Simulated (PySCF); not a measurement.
A family of related molecules: H2E=Y. Gas-phase values, no solvent. Strings in code marks are SMILES.

Quantity: vertical ionisation energy (energy after one electron is removed minus that of the parent at the parent's geometry), in eV.

Level 1: PBE-D3(BJ)/def2-TZVP // r2SCAN-D4/def2-TZVP (PySCF)
Level 2: PBE/6-31G* // r2SCAN-D4/def2-TZVP (PySCF)
Level 3: minus the HOMO energy of HF/STO-3G // r2SCAN-D4/def2-TZVP (PySCF)
Level 4: minus the HOMO energy of SVWN5/6-31G* // r2SCAN-D4/def2-TZVP (PySCF)

```csv
species,level 1,level 2,level 3,level 4
`[S]=[GeH2]`,9.14,9.15,6.05,5.81
`[SiH2]=S`,9.47,9.49,5.90,6.09
`[SiH2]=[Se]`,9.06,9.05,6.00,5.81
`C=O`,10.71,10.57,9.58,5.90
`O=[SiH2]`,10.73,10.62,7.93,6.62
`[O]=[GeH2]`,10.10,10.03,7.43,6.16
`[GeH2]=[Se]`,8.78,8.77,6.07,5.59
`N=[SiH2]`,9.94,9.83,6.99,6.09
```
